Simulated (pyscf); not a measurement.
Single points on ωB97X-D3(BJ)/def2-SVP structures (PySCF, gas phase).

SMILES: C[CH2][Al]([CH3])[CH3]
```xyz
16

C      0.4419     1.9100    -1.3542
C     -0.4387     1.8207    -0.0988
Al    -0.7445     0.0123     0.6154
C     -1.8795    -0.2547     2.1944
C      0.1065    -1.5176    -0.2739
H      0.5827     2.9476    -1.7027
H      1.4460     1.4889    -1.1769
H      0.0090     1.3423    -2.1953
H     -0.0079     2.4380     0.7142
H     -1.4256     2.2865    -0.2894
H     -2.7558    -0.8810     1.9458
H     -1.3362    -0.7986     2.9881
H     -2.2577     0.6839     2.6316
H     -0.1589    -2.4931     0.1653
H     -0.1560    -1.5503    -1.3467
H      1.2076    -1.4267    -0.2378
```

How much does it cost (ΔH, 298 K, ωB97M-D3(BJ)/def2-TZVP) to split H₃C–CH₂–Al(CH₃)–CH₃ at its Al–C bond into [H₃C–CH₂–Al–CH₃]• + CH₃•?

Al–C to [H₃C–CH₂–Al–CH₃]• + CH₃•: 353.4 kJ/mol. The 7 functionals that were run give +316.7 (r²SCAN) to +353.4 kJ/mol (ωB97M-D3(BJ)). The radicals are drawn with the spin at the cut bond; how far it spreads was not checked. Other isomers of [H₃C–CH₂–Al–CH₃]• were not searched in full and may lie lower.
